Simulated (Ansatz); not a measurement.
Two structures of CH5Al, closed shell, reached by relaxing down either side of one saddle point (PBE0-D4/def2-TZVP). Energies are electronic, without zero-point energy. Program: Ansatz 0.2.0. Basis: def2-TZVPP and def2-QZVPP. Cores are frozen in the correlated methods. Extrapolation: Hartree–Fock as exp(−7.88 √X), correlation as X^−2.97. First:

Al1  (-0.083, 0.840, 0.633)
C2  (0.091, -0.704, -0.546)
H3  (0.979, 2.023, 0.613)
H4  (-1.310, 0.930, 1.641)
H5  (0.974, -0.660, -1.187)
H6  (0.140, -1.631, 0.036)
H7  (-0.790, -0.798, -1.191)
(Å)

Second:

Al1  (-0.709, 1.369, 1.872)
C2  (0.561, -0.428, -0.600)
H3  (1.032, 0.528, -0.829)
H4  (-2.096, 0.789, 1.152)
H5  (0.631, -1.081, -1.470)
H6  (1.077, -0.893, 0.240)
H7  (-0.497, -0.284, -0.365)
(Å)

Question: Which bonds change from the first to the second?

Answer: CH₅Al ([CH3][AlH2]) → AlH + CH₄; bonds formed: C2–H3; bonds broken: Al1–C2, Al1–H3.

Question: Give the saddle point's structure and its height above each. (An estimate is asked for; the value comes from the calculation.)

Answer: By the calculation: 310.9 kJ/mol above the first and 211.3 kJ/mol above the second (CCSD(T) at an estimated basis limit (MP2 extrapolated from triple and quadruple zeta, plus CCSD(T) − MP2 in triple zeta)).
```
7
angstrom
Al -0.2260 1.2079 0.9883
C 0.2073 -0.4522 -0.4639
H 0.9593 1.0335 -0.0374
H -1.5307 0.4718 1.4932
H 1.0608 -0.4852 -1.1410
H 0.2468 -1.3138 0.2091
H -0.7176 -0.4622 -1.0485
```

The T1 diagnostic stays at or below 0.017. The restricted Hartree–Fock reference is unstable towards an unrestricted one at one or more of these structures. A large double-excitation amplitude points to some diradical character; no triplet was computed.

Labels in which every atom is bracketed show which atoms are joined, not bond orders.

For scale, one of the runs: CCSD(T)/def2-TZVPP, 143 basis functions, launched by `ansatz run in.yaml --threads 2 --pin off --events-out ev --progress --plain --max-ram 4352MiB`. Time: 13 s of wall clock on 2 CPU threads of an Intel Xeon Platinum 8375C; the host was shared. Peak host memory: 0.79 GiB.
